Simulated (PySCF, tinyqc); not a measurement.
Inside a calculation. Method: CIS on RHF in the sto-6g basis, for HF, spin multiplicity 1. The lowest restricted solution is unstable here: a spin-polarised one lies 0.0246 hartree lower (PySCF). Computed by tinyqc, a small Python program that keeps every step (integrals from PySCF). Settings: charge = 0, multiplicity = 1, basis = sto-6g, method = RHF, energy threshold = 1e-10, iteration cap = 67, orthogonalisation = symmetric, start = core, DIIS depth = 6. Command: `OMP_NUM_THREADS=1 python tinyqc.py 21031 21032 out.jsonl` (the two numbers bound the seeds that draw the settings). One thread of a shared host (Intel(R) Xeon(R) Processor @ 2.60GHz), about 0.1 s of CPU time with the checks. The early iterations of the SCF are left out here.

## One-electron integrals

Geometry (angstrom):
```
atom         x         y         z
F     0.000000  0.000000  0.000000
H     0.000000  0.000000  1.374000
```

Basis sto-6g: exponents (1/bohr^2) and contraction coefficients of normalised primitives:
```
element  l (shell)     exponent  coefficient
F            s (1)  1728.626574     0.009164
F            s (1)   316.941790     0.049361
F            s (1)    88.668891     0.168538
F            s (1)    30.460157     0.370563
F            s (1)    11.828570     0.416492
F            s (1)     4.871659     0.130334
F            s (2)    67.032281    -0.013253
F            s (2)    13.267438    -0.046992
F            s (2)     4.123510    -0.033785
F            s (2)     1.586463     0.250242
F            s (2)     0.689002     0.595117
F            s (2)     0.315820     0.240706
F            p (3)    67.032281     0.003760
F            p (3)    13.267438     0.037679
F            p (3)     4.123510     0.173897
F            p (3)     1.586463     0.418036
F            p (3)     0.689002     0.425860
F            p (3)     0.315820     0.101708
H            s (1)    35.523221     0.009164
H            s (1)     6.513144     0.049361
H            s (1)     1.822143     0.168538
H            s (1)     0.625955     0.370563
H            s (1)     0.243077     0.416492
H            s (1)     0.100112     0.130334
```

Overlap, kinetic and nuclear-attraction integrals over the contracted functions; the nuclear repulsion is the sum of Za Zb / Rab.

nuclear repulsion = 3.46622627 hartree

overlap S, order 1F 1s, 1F 2s, 1F 2px, 1F 2py, 1F 2pz, 2H 1s:
```
[[1.000000, 0.232479, 0.000000, 0.000000, 0.000000, 0.017567],
 [0.232479, 1.000000, 0.000000, 0.000000, 0.000000, 0.210948],
 [0.000000, 0.000000, 1.000000, 0.000000, 0.000000, 0.000000],
 [0.000000, 0.000000, 0.000000, 1.000000, 0.000000, 0.000000],
 [0.000000, 0.000000, 0.000000, 0.000000, 1.000000, 0.188524],
 [0.017567, 0.210948, 0.000000, 0.000000, 0.188524, 1.000000]]
```

kinetic energy T (hartree), order 1F 1s, 1F 2s, 1F 2px, 1F 2py, 1F 2pz, 2H 1s:
```
[[37.397730, -1.143349, 0.000000, 0.000000, 0.000000, -0.004997],
 [-1.143349, 1.082297, 0.000000, 0.000000, 0.000000, -0.003307],
 [0.000000, 0.000000, 3.251325, 0.000000, 0.000000, 0.000000],
 [0.000000, 0.000000, 0.000000, 3.251325, 0.000000, 0.000000],
 [0.000000, 0.000000, 0.000000, 0.000000, 3.251325, 0.044837],
 [-0.004997, -0.003307, 0.000000, 0.000000, 0.044837, 0.768522]]
```

nuclear attraction V (hartree), order 1F 1s, 1F 2s, 1F 2px, 1F 2py, 1F 2pz, 2H 1s:
```
[[-78.207588, -7.955246, 0.000000, 0.000000, -0.007094, -0.686844],
 [-7.955246, -11.860467, 0.000000, 0.000000, -0.083777, -1.715767],
 [0.000000, 0.000000, -11.846889, 0.000000, 0.000000, 0.000000],
 [0.000000, 0.000000, 0.000000, -11.846889, 0.000000, 0.000000],
 [-0.007094, -0.083777, 0.000000, 0.000000, -11.886100, -1.313974],
 [-0.686844, -1.715767, 0.000000, 0.000000, -1.313974, -4.682407]]
```

core Hamiltonian H = T + V (hartree), order 1F 1s, 1F 2s, 1F 2px, 1F 2py, 1F 2pz, 2H 1s:
```
[[-40.809858, -9.098595, 0.000000, 0.000000, -0.007094, -0.691841],
 [-9.098595, -10.778170, 0.000000, 0.000000, -0.083777, -1.719074],
 [0.000000, 0.000000, -8.595563, 0.000000, 0.000000, 0.000000],
 [0.000000, 0.000000, 0.000000, -8.595563, 0.000000, 0.000000],
 [-0.007094, -0.083777, 0.000000, 0.000000, -8.634775, -1.269137],
 [-0.691841, -1.719074, 0.000000, 0.000000, -1.269137, -3.913885]]
```

## Two-electron integrals

Functions are numbered as in S; the eight-fold symmetry (ij|kl) = (ji|kl) = (kl|ij) leaves the list below.

Two-electron integrals (ij|kl) in chemists' order, unique and non-zero (hartree):
```
(11|11) 5.406240   (21|11) 0.768129   (21|21) 0.138909   (22|11) 1.266271
(22|21) 0.283987   (22|22) 0.926367   (31|31) 0.029452   (32|31) 0.044681
(32|32) 0.204753   (33|11) 1.266273   (33|21) 0.283987   (33|22) 0.926366
(33|33) 0.998085   (41|41) 0.029452   (42|41) 0.044681   (42|42) 0.204753
(43|43) 0.053789   (44|11) 1.266273   (44|21) 0.283987   (44|22) 0.926366
(44|33) 0.890506   (44|44) 0.998085   (51|51) 0.029452   (52|51) 0.044681
(52|52) 0.204753   (53|53) 0.053789   (54|54) 0.053789   (55|11) 1.266273
(55|21) 0.283987   (55|22) 0.926366   (55|33) 0.890506   (55|44) 0.890506
(55|55) 0.998085   (61|11) 0.061644   (61|21) 0.010698   (61|22) 0.021436
(61|33) 0.021402   (61|44) 0.021402   (61|51) 0.000465   (61|52) 0.000915
(61|55) 0.021506   (61|61) 0.000837   (62|11) 0.175610   (62|21) 0.040069
(62|22) 0.148310   (62|33) 0.146172   (62|44) 0.146172   (62|51) 0.002911
(62|52) 0.023011   (62|55) 0.152586   (62|61) 0.003094   (62|62) 0.031113
(63|31) 0.004184   (63|32) 0.024842   (63|53) 0.004689   (63|63) 0.004278
(64|41) 0.004184   (64|42) 0.024842   (64|54) 0.004689   (64|64) 0.004278
(65|11) 0.128880   (65|21) 0.029789   (65|22) 0.117714   (65|33) 0.113051
(65|44) 0.113051   (65|51) 0.005977   (65|52) 0.041291   (65|55) 0.127039
(65|61) 0.002386   (65|62) 0.030295   (65|65) 0.033404   (66|11) 0.382455
(66|21) 0.088852   (66|22) 0.378867   (66|33) 0.368586   (66|44) 0.368586
(66|51) 0.006738   (66|52) 0.076218   (66|55) 0.399428   (66|61) 0.006880
(66|62) 0.110420   (66|65) 0.124044   (66|66) 0.774999
```

## Orthogonalisation

S = U s U^T; symmetric (Loewdin) form X = U s^(-1/2) U^T, so that X^T S X = 1.

eigenvalues of S: [0.665161, 0.863535, 1.000000, 1.000000, 1.119489, 1.351815]

X, order 1F 1s, 1F 2s, 1F 2px, 1F 2py, 1F 2pz, 2H 1s:
```
[[1.021382, -0.122471, 0.000000, 0.000000, -0.001850, 0.010777],
 [-0.122471, 1.039733, 0.000000, 0.000000, 0.016246, -0.113445],
 [0.000000, 0.000000, 1.000000, 0.000000, 0.000000, 0.000000],
 [0.000000, 0.000000, 0.000000, 1.000000, 0.000000, 0.000000],
 [-0.001850, 0.016246, 0.000000, 0.000000, 1.014170, -0.099346],
 [0.010777, -0.113445, 0.000000, 0.000000, -0.099346, 1.032176]]
```

## Iteration 7 (converged): orbitals

converged F (hartree), order 1F 1s, 1F 2s, 1F 2px, 1F 2py, 1F 2pz, 2H 1s:
```
[[-26.265535, -6.372497, 0.000000, 0.000000, -0.012003, -0.487546],
 [-6.372497, -2.883695, 0.000000, 0.000000, -0.011360, -0.498161],
 [0.000000, 0.000000, -0.473234, 0.000000, 0.000000, 0.000000],
 [0.000000, 0.000000, 0.000000, -0.473234, 0.000000, 0.000000],
 [-0.012003, -0.011360, 0.000000, 0.000000, -0.196786, -0.374228],
 [-0.487546, -0.498161, 0.000000, 0.000000, -0.374228, -0.231138]]
```

Diagonalise F' = X^T F X, C = X C', fill 5 alpha and 5 beta electrons from the bottom; D = 2 C_occ C_occ^T. Each column has its largest component positive (the first on a tie).

F' = X^T F X (hartree):
```
[[-25.859116, -3.165572, 0.000000, 0.000000, -0.023050, -0.033263],
 [-3.165572, -1.786463, 0.000000, 0.000000, 0.043938, -0.246004],
 [0.000000, 0.000000, -0.473234, 0.000000, 0.000000, 0.000000],
 [0.000000, 0.000000, 0.000000, -0.473234, 0.000000, 0.000000],
 [-0.023050, 0.043938, 0.000000, 0.000000, -0.128642, -0.359845],
 [-0.033263, -0.246004, 0.000000, 0.000000, -0.359845, -0.090439]]
```

orbital energies (hartree): [-26.268603, -1.420619, -0.473234, -0.473234, -0.452305, 0.276867]

coefficients C, order 1F 1s, 1F 2s, 1F 2px, 1F 2py, 1F 2pz, 2H 1s:
```
[[0.997260, -0.246781, 0.000000, 0.000000, 0.036827, 0.039422],
 [0.011624, 1.009070, 0.000000, 0.000000, -0.200099, -0.225344],
 [0.000000, 0.000000, 0.897155, 0.441716, 0.000000, 0.000000],
 [0.000000, 0.000000, -0.441716, 0.897155, 0.000000, 0.000000],
 [0.000706, 0.013345, 0.000000, 0.000000, 0.688856, -0.750984],
 [-0.001377, 0.073600, 0.000000, 0.000000, 0.615477, 0.839054]]
```

D after iteration 7, order 1F 1s, 1F 2s, 1F 2px, 1F 2py, 1F 2pz, 2H 1s:
```
[[2.113570, -0.489592, 0.000000, 0.000000, 0.045559, 0.006261],
 [-0.489592, 2.116794, 0.000000, 0.000000, -0.248729, -0.097809],
 [0.000000, 0.000000, 2.000000, 0.000000, 0.000000, 0.000000],
 [0.000000, 0.000000, 0.000000, 2.000000, 0.000000, 0.000000],
 [0.045559, -0.248729, 0.000000, 0.000000, 0.949402, 0.849913],
 [0.006261, -0.097809, 0.000000, 0.000000, 0.849913, 0.768462]]
```

Within a degenerate level the vectors are fixed only up to a rotation; this is one choice.

## Convergence

Stop when the energy changes by less than 1e-10 hartree and every element of the error matrix X^T (F D S - S D F) X is below 3e-06.

Course of the cycle:
```
iteration   E (hartree)     change  largest element of the error matrix
1          -98.84266230          -                             3.67e-01
2          -99.35216145  -5.09e-01                             2.18e-01
3          -99.38936266  -3.72e-02                             3.43e-02
4          -99.39021901  -8.56e-04                             2.73e-03
5          -99.39022562  -6.62e-06                             1.21e-04
6          -99.39022563  -1.02e-08                             7.69e-07
7          -99.39022563  -3.69e-13                             5.14e-10
```

PySCF RHF in the same basis = -99.39022563 hartree

Converged in 7 iterations.

## Integrals over molecular orbitals

(pq|rs) = sum C_ip C_jq C_kr C_ls (ij|kl), one index at a time.

one-electron integrals over orbitals h = C^T H C (hartree):
```
[[-40.797013, 0.737213, 0.000000, 0.000000, -0.105149, -0.118725],
 [0.737213, -9.186129, 0.000000, 0.000000, 0.432367, 0.657407],
 [0.000000, 0.000000, -8.595563, 0.000000, 0.000000, 0.000000],
 [0.000000, 0.000000, 0.000000, -8.595563, 0.000000, 0.000000],
 [-0.105149, 0.432367, 0.000000, 0.000000, -6.594188, 2.390136],
 [-0.118725, 0.657407, 0.000000, 0.000000, 2.390136, -5.898540]]
```

Two-electron integrals over orbitals (pq|rs), unique and non-zero (hartree):
```
(11|11) 5.382728    (21|11) -0.538538   (21|21) 0.086825    (22|11) 1.261909
(22|21) -0.024799   (22|22) 0.883928    (31|31) 0.030343    (32|31) 0.040283
(32|32) 0.191605    (33|11) 1.265991    (33|21) -0.014332   (33|22) 0.902239
(33|33) 0.998085    (41|41) 0.030343    (42|41) 0.040283    (42|42) 0.191605
(43|43) 0.053789    (44|11) 1.265991    (44|21) -0.014332   (44|22) 0.902239
(44|33) 0.890506    (44|44) 0.998085    (51|11) 0.081755    (51|21) -0.012964
(51|22) 0.004887    (51|33) 0.002087    (51|44) 0.002087    (51|51) 0.016854
(52|11) -0.104377   (52|21) 0.004207    (52|22) -0.044815   (52|33) -0.056998
(52|44) -0.056998   (52|51) 0.020533    (52|52) 0.126096    (53|31) -0.005519
(53|32) -0.022340   (53|53) 0.032772    (54|41) -0.005519   (54|42) -0.022340
(54|54) 0.032772    (55|11) 0.861133    (55|21) -0.007724   (55|22) 0.672469
(55|33) 0.657641    (55|44) 0.657641    (55|51) -0.001558   (55|52) -0.008449
(55|55) 0.652609    (61|11) 0.089051    (61|21) -0.014790   (61|22) 0.002991
(61|33) 0.002331    (61|44) 0.002331    (61|51) -0.013419   (61|52) -0.022498
(61|55) 0.004069    (61|61) 0.018895    (62|11) -0.128773   (62|21) 0.003791
(62|22) -0.070280   (62|33) -0.070055   (62|44) -0.070055   (62|51) -0.019926
(62|52) -0.083890   (62|55) -0.020713   (62|61) 0.019320    (62|62) 0.090618
(63|31) -0.005674   (63|32) -0.023297   (63|53) -0.023907   (63|63) 0.027970
(64|41) -0.005674   (64|42) -0.023297   (64|54) -0.023907   (64|64) 0.027970
(65|11) -0.440430   (65|21) 0.006782    (65|22) -0.259474   (65|33) -0.261865
(65|44) -0.261865   (65|51) 0.001326    (65|52) 0.069320    (65|55) -0.087992
(65|61) -0.003735   (65|62) 0.029105    (65|65) 0.248787    (66|11) 0.817555
(66|21) -0.008245   (66|22) 0.623693    (66|33) 0.609346    (66|44) 0.609346
(66|51) 0.008329    (66|52) 0.038370    (66|55) 0.634883    (66|61) -0.006149
(66|62) -0.047442   (66|65) -0.026815   (66|66) 0.657649
```

## CIS matrix, singlets

A(ia,jb) = (e_a - e_i) d_ij d_ab + 2 (ia|jb) - (ij|ab).

CIS matrix A, singlet (hartree), order 1>6, 2>6, 3>6, 4>6, 5>6:
```
[[25.765705, 0.046885, 0.000000, 0.000000, -0.015800],
 [0.046885, 1.255030, 0.000000, 0.000000, 0.019839],
 [0.000000, 0.000000, 0.196695, 0.000000, 0.000000],
 [0.000000, 0.000000, 0.000000, 0.196695, 0.000000],
 [-0.015800, 0.019839, 0.000000, 0.000000, 0.591863]]
```

## CIS singlet states

dipole integrals <i|r|a> (bohr), order 1>6, 2>6, 3>6, 4>6, 5>6:
```
[[0.000000, 0.000000, -0.040478],
 [0.000000, 0.000000, -0.116754],
 [-0.015493, 0.007628, 0.000000],
 [-0.007628, -0.015493, 0.000000],
 [0.000000, 0.000000, 1.315057]]
```

Diagonalise A (1 hartree = 27.211386 eV); each vector has its largest component positive (the first on a tie). The transition dipole is mu = sqrt2 sum c_ia <i|r|a>.

singlet excitation energies (eV): [5.352341, 5.352341, 16.088963, 34.164863, 701.123272]

lowest vectors, order 1>6, 2>6, 3>6, 4>6, 5>6:
```
[[0.000000, 0.000000, 0.000683, -0.001893, 0.999998],
 [0.000000, 0.000000, -0.029924, 0.999550, 0.001912],
 [-0.001823, 0.999998, 0.000000, 0.000000, 0.000000],
 [0.999998, 0.001823, 0.000000, 0.000000, 0.000000],
 [0.000000, 0.000000, 0.999552, 0.029925, -0.000626]]
```

oscillator strengths 2/3 w |mu|^2: [0.000078, 0.000078, 1.369315, 0.009996, 0.059237]

Within a degenerate level the vectors are fixed only up to a rotation; this is one choice.

## CIS matrix, triplets

A(ia,jb) = (e_a - e_i) d_ij d_ab - (ij|ab).

CIS matrix A, triplet (hartree), order 1>6, 2>6, 3>6, 4>6, 5>6:
```
[[25.727916, 0.008245, 0.000000, 0.000000, -0.008329],
 [0.008245, 1.073794, 0.000000, 0.000000, -0.038370],
 [0.000000, 0.000000, 0.140755, 0.000000, 0.000000],
 [0.000000, 0.000000, 0.000000, 0.140755, 0.000000],
 [-0.008329, -0.038370, 0.000000, 0.000000, 0.094289]]
```

## CIS triplet states

Diagonalise A (1 hartree = 27.211386 eV); each vector has its largest component positive (the first on a tie).

triplet excitation energies (eV): [2.524827, 3.830132, 3.830132, 29.260173, 700.092411]

lowest vectors, order 1>6, 2>6, 3>6, 4>6, 5>6:
```
[[0.000312, 0.000000, 0.000000, -0.000347, 1.000000],
 [0.039081, 0.000000, 0.000000, 0.999236, 0.000335],
 [0.000000, 0.048030, 0.998846, 0.000000, 0.000000],
 [0.000000, 0.998846, -0.048030, 0.000000, 0.000000],
 [0.999236, 0.000000, 0.000000, -0.039081, -0.000325]]
```

Within a degenerate level the vectors are fixed only up to a rotation; this is one choice.
